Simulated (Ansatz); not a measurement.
Molecular dynamics of CH3FS2

The input (input.yaml):

```yaml
crystal:
  periodic: [false, false, false]
  atoms:
    - { symbol: F, position_ang: [-1.226718, -0.201753, 0.99461] }
    - { symbol: C, position_ang: [-0.59734, 0.715336, 0.196974] }
    - { symbol: S, position_ang: [0.141827, -0.030383, -1.284596] }
    - { symbol: S, position_ang: [1.778062, -1.050782, -0.465687] }
    - { symbol: H, position_ang: [-1.333362, 1.445692, -0.184316] }
    - { symbol: H, position_ang: [0.183183, 1.226699, 0.7817] }
    - { symbol: H, position_ang: [1.115648, -2.172809, -0.084585] }
basis:
  gaussian: { orbitals: def2-SVP }
hamiltonian:
  xc: b3lyp
  dispersion: d4
md:
  timestep: 0.5
  n_steps: 150
  ensemble: nve
  temperature: 500.0
  initial_velocities: maxwell_boltzmann
  seed: 194754
```

Launched with:

```bash
$ ansatz run input.yaml --threads 1 --pin off --max-ram 2048MiB --backend cpu --events-out ev --progress --plain --runs-dir out
```

It starts from a relaxed structure.

Output, in part (step lines, the closing report, with atoms numbered from 0):

```
md step     0: t =     0.00 fs  T =   500.0 K  F+E_penalty+E_count = -25464.59228502 eV  E_kin = 0.323150 eV  conserved = -25464.26913503 eV  (25 SCF iters)
[... lines left out ...]
Total energy: -25464.41906876 eV, -935.8001403738 hartree
Atom 0 at    -1.188201    -0.224512     1.028308 Å, force     0.850763     0.215402    -0.371440 eV/Å
Atom 1 at    -0.597459     0.718708     0.166145 Å, force    -0.582739    -2.261780     0.517635 eV/Å
Atom 2 at     0.151125    -0.013451    -1.314809 Å, force    -0.179038    -0.080722    -0.032573 eV/Å
Atom 3 at     1.751398    -1.052705    -0.441599 Å, force     0.371789     0.674201    -0.244087 eV/Å
Atom 4 at    -1.439286     1.300203    -0.102554 Å, force    -0.807144     1.412581    -0.955136 eV/Å
Atom 5 at     0.173023     1.252345     0.670606 Å, force     0.722244     0.690774     0.857365 eV/Å
Atom 6 at     1.059553    -2.141549    -0.128197 Å, force    -0.375874    -0.650455     0.228235 eV/Å
Dipole moment:    -0.014411     0.144723     0.011680 e Å
```

The steps, from the saved trajectory:

```tsv
time (fs)	T (K)	potential energy less start (eV)	conserved less start (meV/atom)
0	500	0.000	0.00
2.5	266	0.154	0.28
5	229	0.177	0.17
7.5	155	0.224	0.21
10	219	0.182	0.16
12.5	318	0.119	0.13
15	241	0.169	0.25
17.5	275	0.146	0.07
20	145	0.232	0.29
22.5	255	0.159	0.12
25	236	0.173	0.24
27.5	337	0.106	0.10
30	199	0.196	0.28
32.5	243	0.166	0.09
35	167	0.217	0.26
37.5	266	0.152	0.18
40	321	0.117	0.12
42.5	251	0.163	0.23
45	285	0.140	0.12
47.5	156	0.225	0.31
50	317	0.119	0.07
52.5	263	0.155	0.26
55	291	0.136	0.12
57.5	183	0.206	0.24
60	186	0.204	0.19
62.5	222	0.181	0.21
65	298	0.131	0.13
67.5	242	0.168	0.21
70	225	0.179	0.21
72.5	240	0.169	0.15
75	234	0.173	0.24
```

All steps were run. The conserved energy stayed within 0.36 meV per atom of its start (net change 0.24 meV per atom), so the integration is sound. Over the second half the temperature averaged 0.50 of the 500 K drawn at the start: a run that starts near a minimum puts about half its kinetic energy into the potential. A run of 0.075 ps of so small a system gives no equilibrium averages.

The same pairs are bonded in the first frame and the last. Pairs count as bonded within 1.25 times the sum of covalent radii (0.12 Å more for H–H).

Last frame:

```xyz
7
Properties=species:S:1:pos:R:3
F -1.188 -0.225 1.028
C -0.598 0.719 0.166
S 0.151 -0.013 -1.315
S 1.751 -1.053 -0.442
H -1.439 1.300 -0.103
H 0.173 1.252 0.671
H 1.060 -2.142 -0.128
```

The run took 4.1 min on 1 thread of Intel(R) Xeon(R) 6975P-C (Granite Rapids), on a shared host, peak memory 0.17 GiB.
